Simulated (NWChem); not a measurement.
# Na cation

Results from NWChem.

Question: Among these, which level gives the highest value of “orbital gap (eV)”?
(A) PBE0/def2-SVP
(B) PBE0/def2-TZVPD
(C) PBE0/def2-TZVP
(D) PBE0/STO-3G

Answer: D, PBE0/STO-3G. Values: PBE0/def2-TZVP 33.34; PBE0/def2-TZVPD 33.35; PBE0/def2-SVP 33.46; PBE0/STO-3G 37.83
